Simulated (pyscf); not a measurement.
Thermochemistry of product channels of F–SiH₂• + water (H₂O) on the doublet surface, in eV, from ωB97M-D3(BJ)/def2-TZVP energies (ideal gas, 1 atm, RRHO with modes under 100 cm⁻¹ raised to 100, one conformer, R ln 2 for chiral ones without a mode under 150 cm⁻¹). PySCF, gas phase, ωB97X-D3(BJ)/def2-SVP geometries.

| products | ΔE | ΔH(298 K) | ΔG(298 K) | ΔG(600 K) |
|---|---|---|---|---|
| F–SiH₃ + hydroxyl (OH•) | +1.01 | +0.91 | +0.98 | +1.05 |
| HO–SiH₂• + hydrogen fluoride (HF) | +0.39 | +0.37 | +0.38 | +0.38 |
| HO–SiH₂–F + H atom (H•) | -0.60 | -0.74 | -0.61 | -0.49 |
| •O–SiH₂–F + hydrogen (H₂) | +0.07 | -0.12 | -0.02 | +0.06 |
| HO–SiH•–F + hydrogen (H₂) | -0.94 | -1.05 | -0.98 | -0.93 |
| F–SiH: [singlet] + hydrogen (H₂) + hydroxyl (OH•) | +3.21 | +2.95 | +2.61 | +2.25 |
| silanol (HO–SiH₃) + F atom (F•) | +2.10 | +2.07 | +2.17 | +2.26 |

These are energies of the channels, which say nothing of barriers. Left out: orbital degeneracy and the spin-orbit lowering of F, OH.
